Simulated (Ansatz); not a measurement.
**MgH2+ (doublet): the correlation ladder, def2-TZVPP**

One table from this session's results is given with a row withheld; the runs are named, their logs left out.

Program: Ansatz 0.2.0, Gaussian basis. Level of theory: def2-TZVPP, core rule «outside noble gas», up to 5 orbitals frozen. These are calculated values, not measurements.

Plan: UHF; ROHF; CCSD(T) on UHF.

2 further runs of the same task are left out: 2 set aside as unsound or not needed.

### The system

The geometry is a PBE0/def2-TZVP stationary point (not a proven minimum) of the parent state, kept for this charge and spin.

3 atoms, charge 1, spin multiplicity 2.

Atoms are counted from 1 here; the program's logs count them from 0.

Bond lengths: Mg1–H2 1.997 Å, Mg1–H3 1.997 Å, H2–H3 0.821 Å. Angles: H2–Mg1–H3 23.7°, Mg1–H2–H3 78.1°, Mg1–H3–H2 78.1°.

Coordinates:

```tsv
atom	x (Å)	y (Å)	z (Å)
Mg1	0.0000	0.0000	-0.1497
H2	0.0000	0.4104	1.8047
H3	0.0000	-0.4104	1.8047
```

The first run:

in.yaml reads:

```yaml
crystal:
  periodic: [false, false, false]
  atoms:
    - {symbol: Mg, position_ang: [0.000000, 0.000000, -0.149686]}
    - {symbol: H, position_ang: [0.000000, 0.410416, 1.804730]}
    - {symbol: H, position_ang: [0.000000, -0.410416, 1.804730]}
basis:
  gaussian: {orbitals: def2-TZVPP}
total_charge: 1
magnetization: {spin_polarized: true, initial_magnetization: 1}
hamiltonian: {xc: hf}
output: {orbitals: {seedname: orbitals}}
```

Run with:

```bash
$ ansatz run in.yaml --threads 1 --pin off --events-out ev --progress --plain --max-ram 4096MiB --backend cpu
```

Among the steps run: UHF; ROHF; CCSD(T) on UHF.

One table of the session follows, with a row left open; its other results are not shown here.

```
  method  from UCCSD(T) (kcal/mol)
    ROHF                    +27.19
     UHF                         ?
    UMP2                     +5.64
   UCCSD                     +0.10
UCCSD(T)                         0
```

Q: Estimate the row for UHF from the others.

As computed: from UCCSD(T) (kcal/mol): +27.10. In the column «from UCCSD(T) (kcal/mol)» it lies between UMP2 (+5.64) and ROHF (+27.19).
